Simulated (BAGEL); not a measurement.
**C2H2N2S (SMILES c1nncs1) at B3LYP/6-31G(d) (density fitting with cc-pvqz-jkfit, spherical functions)**

What is the energy change on altering one bond length of C2H2N2S at B3LYP/6-31G* (density fitting with cc-pvqz-jkfit, spherical functions)? 

The results are computed with BAGEL 1.2.2.

1 further run of the same task is left out (set aside as unsound or not needed).

## 1. The molecule

C2H2N2S has 7 atoms, charge 0, and is taken as a singlet. As SMILES, `c1nncs1`. Geometry: relaxed at PBE0-D4/def2-TZVP.

Bond lengths: C1–N2 1.295 Å, N2–N3 1.351 Å, N3–C4 1.295 Å, C1–S5 1.712 Å, C4–S5 1.712 Å, C1–H6 1.081 Å, C4–H7 1.081 Å. Angles: C1–N2–N3 112.6°, N2–C1–S5 114.2°, N2–N3–C4 112.6°, N3–C4–S5 114.2°, C1–S5–C4 86.4°, N2–C1–H6 123.1°, S5–C1–H6 122.6°, N3–C4–H7 123.1°, S5–C4–H7 122.6°.

## 2. The energy at B3LYP/6-31G(d) (density fitting with cc-pvqz-jkfit, spherical functions)

Contents of dft.json:

```json
{ "bagel": [

{
  "title": "molecule",
  "basis": "6-31gs.json",
  "df_basis": "cc-pvqz-jkfit",
  "angstrom": "true",
  "geometry": [
    { "atom": "C", "xyz": [      -0.441870,       0.687030,       0.847880 ] },
    { "atom": "N", "xyz": [      -1.253510,      -0.118070,       0.239750 ] },
    { "atom": "N", "xyz": [      -0.637390,      -0.855000,      -0.710930 ] },
    { "atom": "C", "xyz": [       0.627200,      -0.591640,      -0.801710 ] },
    { "atom": "S", "xyz": [       1.175790,       0.605040,       0.293010 ] },
    { "atom": "H", "xyz": [      -0.754010,       1.354990,       1.638180 ] },
    { "atom": "H", "xyz": [       1.283780,      -1.082350,      -1.506180 ] }
  ]
},

{ "title": "ks", "xc_func": "b3lyp" },

{ "title": "print", "file": "orbitals.molden", "orbitals": "true" }

]}
```

The basis set 6-31G* is read from a file made from the Basis Set Exchange's data (not shown).

On the command line:

```
$ BAGEL_NUM_THREADS=1 BAGEL dft.json > dft.out
```

The program printed:

```text
* using 1 threads per process

  ===============================================================
  ===============================================================

  *** Geometry ***

  { "atom" : "C", "xyz" : [     -0.835013,      1.298299,      1.602261 ] },
  { "atom" : "N", "xyz" : [     -2.368791,     -0.223120,      0.453062 ] },
  { "atom" : "N", "xyz" : [     -1.204493,     -1.615716,     -1.343463 ] },
  { "atom" : "C", "xyz" : [      1.185236,     -1.118038,     -1.515012 ] },
  { "atom" : "S", "xyz" : [      2.221921,      1.143360,      0.553709 ] },
  { "atom" : "H", "xyz" : [     -1.424872,      2.560560,      3.095712 ] },
  { "atom" : "H", "xyz" : [      2.425993,     -2.045345,     -2.846268 ] },

  Number of auxiliary basis functions:      674

  Since a DF basis is specified, we compute 2- and 3-index integrals:
    o Being stored without compression. Storage requirement is 0.033 GB

  Number of basis functions:       78
  Number of electrons      :       44

    * METHOD: MOLECULE                             0.39

  *** Kohn-Sham DFT ***

    * Removing 13971 points whose weight is below 1.00e-10
    * Grid points: 90371

  === Nuclear Repulsion ===
   208.4783734588

       - DIIS with orbital gradients will be used.

  === KS iteration (b3lyp / 6-31gs.json) ===
      0       -559.52898970          0.16278214           0.28
      1       -559.10125063          0.16151634           0.27
      2       -560.68073519          0.16109274           0.27
      3       -573.50543194          0.14400176           0.27
      4       -584.73152846          0.02484666           0.27
      5       -585.00755580          0.00978035           0.27
      6       -585.05453086          0.00220446           0.27
      7       -585.05524652          0.00164459           0.27
      8       -585.05703509          0.00026411           0.27
      9       -585.05705886          0.00004118           0.27
     10       -585.05705970          0.00001065           0.27
     11       -585.05705978          0.00000474           0.27
     12       -585.05705978          0.00000189           0.27
     13       -585.05705979          0.00000132           0.27
     14       -585.05705979          0.00000037           0.27
     15       -585.05705979          0.00000013           0.27
     16       -585.05705979          0.00000004           0.27
     17       -585.05705979          0.00000001           0.27
    * SCF iteration converged.

    * Permanent dipole moment:
           (   -1.062087,    -0.546555,    -0.264663) a.u.

    * METHOD: KS                                   5.24

    * METHOD: PRINT                                0.01

  ===============================================================
```

It took 6 s on 1 thread of Arm Neoverse V2, shared host; peak memory 0.36 GiB.

## 3. The distorted shape

Contents of calc.json:

```json
{ "bagel": [

{
  "title": "molecule",
  "basis": "6-31gs.json",
  "df_basis": "cc-pvqz-jkfit",
  "angstrom": true,
  "geometry": [
    { "atom": "C", "xyz": [      -0.638865,       0.834259,       1.059243 ] },
    { "atom": "N", "xyz": [      -1.450505,       0.029159,       0.451113 ] },
    { "atom": "N", "xyz": [      -0.834385,      -0.707771,      -0.499567 ] },
    { "atom": "C", "xyz": [       0.430205,      -0.444411,      -0.590347 ] },
    { "atom": "S", "xyz": [       0.978795,       0.752269,       0.504373 ] },
    { "atom": "H", "xyz": [      -0.951005,       1.502219,       1.849543 ] },
    { "atom": "H", "xyz": [       1.283780,      -1.082350,      -1.506180 ] }
  ]
},

{
  "title": "ks",
  "xc_func": "b3lyp"
},

{
  "title": "print",
  "file": "orbitals.molden",
  "orbitals": true
}

]}
```

The basis set 6-31G* is read from a file made from the Basis Set Exchange's data (not shown).

On the command line:

```
$ BAGEL_NUM_THREADS=1 BAGEL calc.json > calc.out
```

The program printed:

```text
* using 1 threads per process

  ===============================================================
  ===============================================================

  *** Geometry ***

  { "atom" : "C", "xyz" : [     -1.207280,      1.576521,      2.001679 ] },
  { "atom" : "N", "xyz" : [     -2.741057,      0.055103,      0.852480 ] },
  { "atom" : "N", "xyz" : [     -1.576759,     -1.337493,     -0.944045 ] },
  { "atom" : "C", "xyz" : [      0.812970,     -0.839815,     -1.115594 ] },
  { "atom" : "S", "xyz" : [      1.849654,      1.421582,      0.953127 ] },
  { "atom" : "H", "xyz" : [     -1.797139,      2.838782,      3.495130 ] },
  { "atom" : "H", "xyz" : [      2.425993,     -2.045345,     -2.846268 ] },

  Number of auxiliary basis functions:      674

  Since a DF basis is specified, we compute 2- and 3-index integrals:
    o Being stored without compression. Storage requirement is 0.033 GB

  Number of basis functions:       78
  Number of electrons      :       44

    * METHOD: MOLECULE                             0.40

  *** Kohn-Sham DFT ***

    * Removing 13625 points whose weight is below 1.00e-10
    * Grid points: 90717

  === Nuclear Repulsion ===
   207.0614608135

       - DIIS with orbital gradients will be used.

  === KS iteration (b3lyp / 6-31gs.json) ===
      0       -559.43498357          0.16231195           0.29
      1       -556.47668093          0.16375126           0.27
      2       -557.83355071          0.18075074           0.27
      3       -571.85407445          0.16502091           0.27
      4       -584.02300412          0.04434428           0.27
      5       -584.75057687          0.02433201           0.27
      6       -584.86511906          0.01826528           0.27
      7       -585.00911775          0.00455994           0.27
      8       -585.01599283          0.00164168           0.27
      9       -585.01643690          0.00120602           0.27
     10       -585.01744267          0.00014093           0.27
     11       -585.01745648          0.00006951           0.27
     12       -585.01745793          0.00004007           0.27
     13       -585.01745848          0.00001804           0.27
     14       -585.01745852          0.00001495           0.27
     15       -585.01745860          0.00000238           0.27
     16       -585.01745860          0.00000325           0.27
     17       -585.01745861          0.00000058           0.27
     18       -585.01745861          0.00000024           0.27
     19       -585.01745861          0.00000008           0.27
     20       -585.01745861          0.00000007           0.27
     21       -585.01745861          0.00000001           0.27
     22       -585.01745861          0.00000001           0.27
    * SCF iteration converged.

    * Permanent dipole moment:
           (   -1.049840,    -0.564872,    -0.287411) a.u.

    * METHOD: KS                                   6.63

    * METHOD: PRINT                                0.01

  ===============================================================
```

It took 7.2 s on 1 thread of Arm Neoverse V2, shared host; peak memory 0.36 GiB.

## 4. Results

At B3LYP/6-31G* (density fitting with cc-pvqz-jkfit, spherical functions):

```
                                                         quantity          value
                                        first shape: total energy  -585.05706 Eh
                                       first shape: dipole moment         3.11 D
                                         first shape: HOMO energy       -7.32 eV
                                         first shape: LUMO energy       -1.17 eV
                                       first shape: HOMO–LUMO gap        6.15 eV
                                    distorted shape: total energy  -585.01746 Eh
                                   distorted shape: dipole moment         3.12 D
                                     distorted shape: HOMO energy       -7.36 eV
                                     distorted shape: LUMO energy       -1.17 eV
                                   distorted shape: HOMO–LUMO gap        6.20 eV
energy change with the C4–H7 bond stretched from 1.081 to 1.405 Å       1.078 eV
```

With the C4–H7 bond stretched from 1.081 to 1.405 Å the energy rises by 1.08 eV (25 kcal/mol). The first shape isn't relaxed at this level, so the change isn't measured from a minimum.
